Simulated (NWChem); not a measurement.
System: nitrogen (N2); SMILES N#N

The following NWChem deck was run.

```
start job
memory heap 200 mb stack 900 mb global 1100 mb
geometry units angstroms noautosym nocenter noautoz
  N      0.000000     0.000000     0.544738
  N      0.000000     0.000000    -0.544738
end
basis spherical
  N library 6-31g*
end
dft
  xc hfexch
  iterations 150
end
property
  efieldgrad
end
task dft property
```

The geometry was optimised at PBE0-D3(BJ)/def2-TZVP.

Vzz is the largest principal value of the second derivative of the potential at the nucleus (NWChem prints the opposite sign); η is the asymmetry. Non-relativistic.

Atoms are numbered as in the input.

**Question.** Give the results of this calculation. (Hartree-Fock/6-31G* (spherical d).) Quantities: Vzz N2 (a.u.); η N2.

**Answer.** 
| Item | Result |
|---|---|
| Vzz N2 (a.u.) | -1.108 |
| η N2 | 0.00 |
